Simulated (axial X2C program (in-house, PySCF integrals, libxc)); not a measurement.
**Density and ELF of NaP⁻**

Calculated with an in-house relativistic program for diatomic molecules. Two-component (2c) means X2C with spin–orbit coupling and atomic mean-field two-electron Coulomb and Gaunt terms. Basis: P dyall-av3z [9s8p3d2f], Na dyall-av3z [10s9p5d2f] (cores contracted in-house); Gaussian nuclei, density fitting, unrestricted open shells. Masses: P 30.974 u, Na 22.990 u.

PBE0, with spin–orbit coupling, state Ω = 3/2 (⟨Sz⟩ = 1.50, ⟨Lz⟩ = 0.00 at PBE0); P at z = 0, Na at z = 2.612 Å.

The maps cover the half plane through the axis: z from -2.4 to 4.8 Å along the bond, ρ from 0.15 to 2.25 Å away from it.

log10 of the density in e/bohr³:

```
 ρ\z  -2.4  -1.8  -1.2  -0.6   0.0   0.6   1.2   1.8   2.4   3.0   3.6   4.2   4.8
0.15  -2.8  -2.1  -1.4  -0.8   1.2  -0.8  -1.3  -1.3   0.5   0.0  -1.9  -2.5  -2.7
0.45  -2.9  -2.2  -1.5  -1.0  -0.4  -1.0  -1.4  -1.6  -0.3  -0.6  -2.1  -2.6  -2.7
0.75  -3.0  -2.3  -1.7  -1.2  -1.0  -1.2  -1.6  -1.9  -1.2  -1.4  -2.4  -2.6  -2.8
1.05  -3.1  -2.5  -1.9  -1.5  -1.3  -1.5  -1.8  -2.2  -2.1  -2.2  -2.6  -2.7  -2.8
1.35  -3.3  -2.7  -2.2  -1.9  -1.7  -1.8  -2.1  -2.4  -2.6  -2.6  -2.7  -2.8  -2.9
1.65  -3.5  -3.0  -2.5  -2.2  -2.1  -2.2  -2.4  -2.7  -2.8  -2.8  -2.8  -2.9  -3.0
1.95  -3.7  -3.3  -2.9  -2.6  -2.5  -2.6  -2.7  -2.9  -3.0  -3.0  -2.9  -3.0  -3.1
2.25  -3.9  -3.5  -3.2  -3.0  -2.9  -2.9  -3.1  -3.2  -3.2  -3.1  -3.1  -3.1  -3.2
```

Electron localisation function (collinear form, no current term, damped to 0 at low density):

```
 ρ\z  -2.4  -1.8  -1.2  -0.6   0.0   0.6   1.2   1.8   2.4   3.0   3.6   4.2   4.8
0.15  0.60  0.87  0.95  0.17  0.63  0.17  0.91  0.11  0.76  0.86  0.08  0.52  0.99
0.45  0.56  0.84  0.94  0.65  0.23  0.61  0.90  0.05  0.84  0.77  0.05  0.64  0.99
0.75  0.47  0.80  0.91  0.89  0.50  0.86  0.87  0.04  0.44  0.33  0.04  0.81  0.99
1.05  0.33  0.71  0.84  0.87  0.81  0.84  0.80  0.08  0.04  0.04  0.10  0.93  0.98
1.35  0.19  0.56  0.74  0.79  0.75  0.74  0.68  0.17  0.02  0.03  0.41  0.96  0.97
1.65  0.08  0.36  0.58  0.64  0.61  0.59  0.49  0.19  0.07  0.18  0.80  0.96  0.95
1.95  0.02  0.17  0.36  0.44  0.40  0.39  0.28  0.13  0.15  0.49  0.88  0.94  0.91
2.25  0.01  0.05  0.16  0.23  0.21  0.20  0.12  0.07  0.15  0.53  0.83  0.88  0.82
```

Axial spin density in 10⁻³ e/bohr³:

```
 ρ\z  -2.4  -1.8  -1.2  -0.6    0.0   0.6   1.2   1.8   2.4  3.0  3.6  4.2  4.8
0.15  -0.1  -0.3  -1.4  -1.5  231.5   2.6  -1.4  -0.7  -2.9  2.3  1.7  2.4  1.9
0.45  -0.1  -0.1   0.6  12.3   15.9  17.2   1.1  -0.4  -0.1  0.1  1.8  2.3  1.8
0.75   0.0   0.1   2.3  18.3   43.6  22.1   3.0   0.1   0.2  0.7  1.9  2.1  1.7
1.05   0.0   0.3   2.5  13.4   28.0  15.6   3.2   0.4   0.4  1.1  1.8  1.9  1.5
1.35   0.0   0.3   1.9   7.4   13.3   8.5   2.4   0.5   0.5  1.1  1.6  1.6  1.3
1.65   0.0   0.2   1.1   3.6    5.8   4.1   1.5   0.4   0.5  0.9  1.3  1.3  1.0
1.95   0.0   0.2   0.6   1.7    2.5   1.9   0.8   0.3   0.4  0.8  1.0  1.0  0.8
2.25   0.0   0.1   0.3   0.8    1.1   0.9   0.5   0.3   0.4  0.6  0.8  0.8  0.6
```

Density functionals use the spin component along the axis (collinear). The state is one determinant with fixed occupations, lowest in a PBE0 search at one distance only: followed along the bond, the 2c determinant Ω = 1/2 reaches 0.14 eV lower at PBE0, at Re = 2.792 Å, so the state shown is not the lowest. With several unpaired electrons one determinant need not be a pure state. A state of lower Ω lies just above, and one determinant can place such states too high, so the state shown need not be the lowest. The search has Ω = 1/2 only 0.03 eV up. The highest occupied level of some functionals is positive through self-interaction error; at Hartree–Fock it is bound. This is the top spin component of a Σ state; components of lower Ω are not single determinants and can lie lower.
